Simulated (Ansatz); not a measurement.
# Si2H4 (triplet): from Hartree-Fock to the top rungs at distance Si1–H5 along a hydrogen transfer = 1.727 Å, cc-pVDZ

An exercise on one series of results from a longer session: the logs are not shown, and one member is left open.

Computed with Ansatz 0.2.0, Gaussian basis. Level: cc-pVDZ, core rule «outside noble gas», up to 10 orbitals frozen.

The runs, in order: UHF; CCSD(T) on ROHF; CCSD(T) on UHF; BCCD(T) on ROHF; CISD; CCSDT(Q) on ROHF; CCSDT(Q) on UHF; CASSCF and MRCISD+Q, 4 electrons in 4 orbitals; CASSCF and NEVPT2, 4 electrons in 4 orbitals.

10 further runs of the same task are left out: 10 that didn't finish.

### What is computed

The geometry derives from fragments relaxed apart (PBE0/def2-TZVP) and kept rigid, so it is no stationary point. A hydrogen atom is moved between rigid fragments.

6 atoms, charge 0, spin multiplicity 3.

Atoms are counted from 1 here; the program's logs count them from 0.

Bond lengths: Si1–H2 1.485 Å, Si1–H3 1.485 Å, Si1–H4 1.485 Å. Angles: H2–Si1–H3 109.5°, H2–Si1–H4 109.5°, H3–Si1–H4 109.5°.

Coordinates:

```tsv
atom	x (Å)	y (Å)	z (Å)
Si1	-1.7642	0.0000	0.0000
H2	-2.2591	1.3997	0.0000
H3	-2.2591	-0.6999	1.2122
H4	-2.2591	-0.6999	-1.2122
H5	-0.0372	0.0000	0.0000
Si6	2.0088	0.0000	0.0000
```

Set-up of the first run:

in.yaml reads:

```yaml
crystal:
  periodic: [false, false, false]
  atoms:
    - {symbol: Si, position_ang: [-1.764220, 0.000000, 0.000000]}
    - {symbol: H, position_ang: [-2.259092, 1.399708, 0.000000]}
    - {symbol: H, position_ang: [-2.259091, -0.699854, 1.212183]}
    - {symbol: H, position_ang: [-2.259092, -0.699854, -1.212182]}
    - {symbol: H, position_ang: [-0.037220, 0.000000, 0.000000]}
    - {symbol: Si, position_ang: [2.008780, 0.000000, 0.000000]}
basis:
  gaussian: {orbitals: cc-pVDZ}
magnetization: {spin_polarized: true, initial_magnetization: 2}
hamiltonian: {xc: hf}
output: {orbitals: {seedname: orbitals}}
```

Launch:

```bash
> ansatz run in.yaml --threads 1 --pin off --events-out ev --progress --plain --max-ram 2393MiB
```

Among the steps run: UHF; CCSD(T) on ROHF; CCSD(T) on UHF; BCCD(T) on ROHF; CISD; CCSDT(Q) on ROHF; CCSDT(Q) on UHF; CASSCF and MRCISD+Q, 4 electrons in 4 orbitals; CASSCF and NEVPT2, 4 electrons in 4 orbitals.

One of the session's tables, all rows but one given; the rest of the session is left out.

It belongs to the step «Misses and costs». 

```
       method  from UCCSDT(Q) (meV)
         ROHF               +6178.6
          UHF               +6061.3
         RMP2               +1498.5
         UMP2               +1497.8
         CISD                +710.6
        RCCSD                +166.2
        UCCSD                +163.1
     RCCSD(T)                 +37.8
     UCCSD(T)                 +37.2
      BCCD(T)                 +37.2
       RCCSDT                  +4.9
       UCCSDT                  +4.8
    RCCSDT(Q)                  +0.2
    UCCSDT(Q)                     0
  CASSCF pair                     ?
  MRCISD pair                +622.8
MRCISD+Q pair                 +10.8
```

**Question.** Estimate the row for CASSCF pair.

The run gave: from UCCSDT(Q) (meV): +5728.6. In the column «from UCCSDT(Q) (meV)» it lies between RMP2 (+1498.5) and UHF (+6061.3).

Not comparable, so not listed: CASSCF and NEVPT2, 4 electrons in 4 orbitals (they don't share determinant, frozen orbitals or solution with the rows shown, or repeat one).

To keep in mind: Restricted and unrestricted rows rest on different reference determinants; where their highest levels disagree by more than a few hundredths of an eV, they describe different states and don't form one ladder. Warnings in the runs' records: passed over end.
